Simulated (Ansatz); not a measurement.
```yaml
crystal:
  periodic: [false, false, false]
  atoms:
    - {symbol: N, position_ang: [-0.271222, 1.712752, 0.418536]}
    - {symbol: P, position_ang: [-0.187141, -0.346606, 0.770578]}
    - {symbol: O, position_ang: [1.576635, -0.980309, -0.103684]}
    - {symbol: S, position_ang: [-1.859191, -0.913989, -1.215013]}
    - {symbol: H, position_ang: [-0.030554, 2.167379, -0.735415]}
    - {symbol: H, position_ang: [0.151745, 2.454627, 1.343902]}
    - {symbol: H, position_ang: [2.209980, -1.617721, 0.695421]}
    - {symbol: H, position_ang: [-1.475126, -2.547507, -1.243951]}
basis:
  gaussian: {orbitals: 6-31G}
hamiltonian: {xc: {name: PBE0}}
kpoints: {mp_grid: {grid: [2, 2, 2]}}
output: {forces: true}
```

```sh
$ ansatz run in.yaml --threads 2 --pin off --events-out ev --progress --plain --max-ram 4352MiB
```

Shortened log:

```
Error: invalid value for `basis.gaussian`: such a run doesn't read kpoints; remove what it names
```

Problem. Something in this input is off. What?

Solution. The input holds a key that doesn't belong there. The program refused the input.
